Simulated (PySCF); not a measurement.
# C5H6 (2-methyl-1-buten-3-yne): the cost of one run

Programs: PySCF 2.14.0, with routines of our own; each step states its level. All values are computed. Atoms count from 0.

## Step 1: The system as given

11 atoms, charge 0, multiplicity 1; geometry from: GFN2-xTB.

## Step 2: Relaxing the molecule at PBE0-D3(BJ)/def2-TZVP

The job: settings as JSON, then the geometry in Å.

```
{"job": {"xc": "PBE0", "basis": "def2-TZVP", "d3": "d3bj", "grid": 2, "kind": "geom"}, "charge": 0, "multiplicity": 1}
C      1.832684    -1.327722    -0.909251
C      1.003012    -0.633604    -0.388803
C     -0.001255     0.174075     0.203298
C      0.277711     0.963666     1.236637
C     -1.361720     0.064683    -0.418526
H      2.567699    -1.928872    -1.355299
H     -0.477832     1.581281     1.692087
H      1.267218     1.015523     1.657630
H     -1.317093     0.348358    -1.469557
H     -2.070141     0.710126     0.094196
H     -1.714859    -0.964842    -0.368376
```

Command:

```sh
OMP_NUM_THREADS=1 python excited_run.py task.json out
```

The driver reads the jobs from task.json and runs them one after another.

Q: Estimate the wall time and peak memory of this first job on 1 thread of AMD EPYC 9R14, shared host.

About 19 s, with a peak of 0.79 GiB.
